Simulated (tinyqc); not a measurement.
A ladder of methods, and size consistency: correlation methods against full CI in the sto-3g basis, for H2O, spin multiplicity 1. Computed by the program tinyqc with PySCF. 

Geometry (angstrom):

| atom | x | y | z |
|---|---|---|---|
| O | 0.0000 | 0.0000 | 0.0000 |
| H | 0.0000 | 0.7690 | 0.7130 |
| H | 0.0000 | -0.7690 | 0.7130 |

RHF energy of one = -74.958163 hartree

All electrons correlated; +Q is the Davidson correction (1 - c0^2) E_corr. The last columns treat two copies 100 angstrom apart as one system. FCI is the lowest singlet.

Correlation energies (hartree):

| method | E_corr of one | share of FCI (%) | E_corr of two at 100 angstrom | two minus twice one (mhartree) |
|---|---|---|---|---|
| MP2 | -0.04570 | 71.024 | -0.09139 | 0.000 |
| CISD | -0.06301 | 97.939 | -0.12163 | 4.394 |
| CISD+Q | -0.06538 | 101.613 | -0.12981 | 0.941 |
| CCSD | -0.06417 | 99.740 | -0.12834 | 0.000 |
| CCSD(T) | -0.06425 | 99.857 | -0.12849 | 0.000 |
| FCI | -0.06434 | 100.000 | - | - |

MP2 recovers 71 %, CISD 97.9 % and CCSD 99.7 % of the FCI value (c0^2 = 0.962 in CISD). MP2 and coupled cluster are size consistent, so their last column vanishes; CISD loses 4.39 mhartree, since a double excitation on each copy is a quadruple of the pair, and the Davidson correction leaves +0.94.
